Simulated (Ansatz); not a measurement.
A made-up structure of CH₄BSi, doublet:

B1  (0.125, 0.058, -0.598)
Si2  (-1.763, 0.023, -0.588)
C3  (1.058, -0.094, 0.857)
H4  (-3.149, -0.267, -0.483)
H5  (0.629, 0.373, -1.582)
H6  (2.106, 0.181, 0.901)
H7  (0.615, -0.413, 1.793)
(Å)

It is relaxed with PBE-D4/def2-SVP and then PBE0-D4/def2-TZVP (Ansatz 0.2.0). Atoms count as bonded within 1.22 times the sum of their covalent radii (H–H: 0.88 Å). The end point is not checked to be a true minimum.

Q: Does its bonding change? (Judge from chemistry; the calculation decides.)

A: The calculation gives: Yes. Formed: Si2–C3; broken: none.

Where it ends: The first stage lowers the energy by 1.87 eV in 18 steps. It ends as CH₄BSi ([BH]1[CH2][SiH]1):
B1  (0.400, -0.083, -0.934)
Si2  (-1.362, 0.382, -0.368)
C3  (0.467, -0.047, 0.545)
H4  (-2.207, -0.460, 0.535)
H5  (1.155, 0.269, -1.778)
H6  (1.297, 0.439, 1.058)
H7  (-0.128, -0.639, 1.242)
(Å)

Labels in which every atom is bracketed show which atoms are joined, not bond orders.

For scale, one of the runs: PBE0-D4/def2-TZVP relaxation, 123 basis functions, launched by `ansatz run in.yaml --threads 2 --pin off --events-out ev --progress --plain --max-ram 4352MiB`. Hardware: 2 CPU threads of an Intel Xeon 6975P-C, shared host. Wall time about 18 s.
